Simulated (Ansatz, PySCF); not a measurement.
C2H6, SMILES CC.

Geometry: r2SCAN-D4/def2-TZVP.

Vertical ionisation energy (IE) and electron affinity (EA) in eV. Rows of orbital energies are one-electron estimates. Where ΔSCF, EOM or ADC give a negative EA the extra electron is unbound and the value depends on the basis.

```
level                                                                         IE     EA
-------------------------------------------------------------------------  -----  -----
−ε(HOMO), −ε(LUMO), ωB97X/def2-TZVPD (PySCF)                                 ___    ___
−ε(HOMO), −ε(LUMO), PBE/def2-TZVPD (PySCF)                                  8.13   0.07
ADC(2)/aug-cc-pVDZ (PySCF)                                                 12.18  -0.83
ΔSCF, CAM-B3LYP/def2-TZVPD (Ansatz), final states of multiplicity 2 and 2  12.38  -1.64
ΔSCF, PBE/def2-TZVPD (Ansatz), final states of multiplicity 2 and 2        11.87  -1.45
```

Task: Fill in the missing entries. (The exact figures need the calculation; the answer reports its results.)

Result: 
- −ε(HOMO), −ε(LUMO), ωB97X/def2-TZVPD (PySCF), IE: 12.10
- −ε(HOMO), −ε(LUMO), ωB97X/def2-TZVPD (PySCF), EA: -2.24

Task: What vertical singlet–triplet gap does ΔSCF give with CAM-B3LYP/def2-TZVPD (Ansatz, a first-principles code) and with PBE/def2-TZVPD (Ansatz)? (An estimate is asked for; the answer gives what the named calculation found.)

Result: 9.02 and 8.31 eV (triplet above singlet where positive).

Task: Give the lowest 1s main lines (those of the lightest heavy element) from CVS-ADC(2)-x/aug-cc-pVDZ (PySCF, non-relativistic), with pole strengths. (Estimate from the structure and the level; the computed values follow.)

Result: 291.5 eV (1.53), 291.6 eV (1.53).

Task: Beyond the first one, list the lowest photoelectron lines from ADC(2)/aug-cc-pVDZ in PySCF with their pole strengths (two spins summed). (The exact figures need the calculation; the answer reports its results.)

Result: 12.42 eV (1.79), 14.89 eV (1.81), 14.89 eV (1.81), 20.60 eV (1.77).
